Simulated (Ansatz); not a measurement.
CH3FS, SMILES FCS: the interaction energy of a dimer with the counterpoise correction, run with Ansatz 0.2.0, Python API.

The script, `ch3fs.py`:
```python
"""Interaction energy of two CH3FS molecules, with the counterpoise correction."""

import ansatz as az

FIRST = [
    ("F", (0.6948, 0.1766, -1.2028)),
    ("C", (-0.0707, -0.4154, -0.2499)),
    ("S", (-0.8165, 0.8114, 0.8453)),
    ("H", (0.6847, -1.0607, 0.2957)),
    ("H", (-0.8481, -1.0137, -0.7436)),
    ("H", (0.3558, 1.502, 1.0554)),
]
SECOND = [
    ("F", (1.175, 4.2424, -3.5293)),
    ("C", (1.6765, 3.5767, -2.4569)),
    ("S", (2.3033, 1.9509, -2.9309)),
    ("H", (0.77, 3.4961, -1.7812)),
    ("H", (2.4759, 4.1817, -2.0087)),
    ("H", (1.1837, 1.605, -3.6535)),
]

def energy(atoms, ghosts=()):
    molecule = az.Crystal.molecule()
    for symbol, xyz in atoms:
        molecule = molecule.atom(symbol, xyz)
    calc = (
        molecule.calculation()
        .basis(gaussian="cc-pVDZ")
        .functional("r2scan")
    )
    deck = calc.input()
    if ghosts:
        deck = deck.set(az.key.basis.gaussian.ghost_atoms, [{"symbol": s, "position_ang": list(xyz)} for s, xyz in ghosts])
    return az.Session.from_dict(deck).plan().execute().report["free_energy_ev"]


def main() -> None:
    # monomers in their own basis and in the basis of the dimer
    both = energy(FIRST + SECOND)
    alone = energy(FIRST) + energy(SECOND)
    ghosted = energy(FIRST, SECOND) + energy(SECOND, FIRST)
    print(f"dimer {both:.6f} eV")
    print(f"interaction, uncorrected   {(both - alone):8.3f} eV")
    print(f"interaction, counterpoise  {(both - ghosted):8.3f} eV")
    print(f"basis-set superposition    {(alone - ghosted):8.3f} eV")


if __name__ == "__main__":
    main()
```

How large is the interaction at this pose, and how much of it is basis-set superposition?

Uncorrected it is 0.019 eV, with the counterpoise correction 0.080 eV; the difference, 0.06 eV, is the superposition error. In this basis both values are repulsive.

The run itself:

```console
$ python ch3fs.py
dimer -29270.557095 eV
interaction, uncorrected      0.019 eV
interaction, counterpoise     0.080 eV
basis-set superposition       0.061 eV
```

What to keep in mind:
- Total energies depend on the basis set; only differences at equal settings carry meaning.
- The dimer is a generated trial pose of unrelaxed monomers, not a minimum, so the figure is no binding energy, and the basis set is small.
- This level lacks the dispersion part of the attraction (electrostatics and induction are there), which can decide the sign where the interaction is weak.
- Hardware and time: 19 s on 1 thread of Intel(R) Xeon(R) Platinum 8488C (Sapphire Rapids), with other jobs on the host, peak memory 0.26 GiB.

(Lines on the test bed's own set-up are left out of the output.)
